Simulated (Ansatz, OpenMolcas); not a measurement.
**BNH2Cl (SMILES N[B]Cl): the energy, rung by rung**

BNH2Cl: 5 atoms, total charge 0, spin state doublet. As SMILES, `N[B]Cl`. The coordinates come from a PBE0-D4/def2-TZVP relaxation. This is one conformer, not always the lowest.

```xyz
5

N    -0.3340    0.4121   -0.2567
B    -0.0984   -0.5446    0.7044
Cl    1.3432   -1.5262    0.7846
H    -1.1767    0.9599   -0.2731
H     0.3158    0.6251   -1.0006
```

Quantity: the energy change with the N1–B2 bond stretched from 1.376 to 1.789 Å, in eV. The values are calculated.

| level | kind | program | value (eV) | less CCSD(T)/def2-TZVP | CPU time (all runs) |
| --- | --- | --- | --- | --- | --- |
| USVWN5/def2-TZVP | LDA | Ansatz | 1.88 | +0.09 | 8.3 s |
| UBLYP/def2-TZVP | GGA | Ansatz | 1.62 | -0.17 | 13 s |
| UTPSS/def2-TZVP | meta-GGA | OpenMolcas | 1.69 | -0.10 | 2.3 min |
| UB3LYP/def2-TZVP | global hybrid | Ansatz | 1.80 | +0.01 | 18 s |
| UM06-2X/def2-TZVP | hybrid meta-GGA | OpenMolcas | 1.92 | +0.13 | 2.2 min |
| U-wB97X/def2-TZVP | range-separated hybrid | Ansatz | 1.85 | +0.06 | 71 s |
| UB2PLYP/def2-TZVP | double hybrid | Ansatz | 1.82 | +0.03 | 23 s |
| UMP2/def2-TZVP | perturbation theory | Ansatz | 1.85 | +0.06 | 7.9 s |
| UCCSD(T)/def2-TZVP | coupled cluster or CI | Ansatz | 1.79 | 0.00 | 2.5 min |

Differences are taken from UCCSD(T)/def2-TZVP for orientation; it has basis-set and higher-order errors of its own. The first shape isn't each level's own minimum. The values span 1.62 to 1.92 eV. Times are those of the runs behind each value, whatever else they computed, on shared processors of several kinds: orders of magnitude only.
